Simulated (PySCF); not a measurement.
Ionisation energy of N by level of theory

N [He] 2s2 2p3 (4S) → N⁺ [He] 2s2 2p2 (3P), as a difference of total energies. All numbers are calculated (PySCF 2.14, the spin-free X2C one-electron Hamiltonian (Gaussian nucleus), in cc-pVTZ-DK). Correlated levels: valence: 1s2 frozen. The calculations carry no spin-orbit coupling.

```
           method  ionisation energy (eV)  error (eV)
              UHF                  13.884      -0.661
             MN15                  14.537      -0.008
           r2SCAN                  14.791      +0.246
    MP2 (valence)                  14.550      +0.005
SCS-MP2 (valence)                  14.295      -0.250
   CCSD (valence)                  14.408      -0.137
CCSD(T) (valence)                  14.427      -0.118
```

Reference: 14.545 eV (measured; NIST levels, between the centres of gravity of the two terms).

Errors of the correlated levels include the incompleteness of this basis and the frozen core.
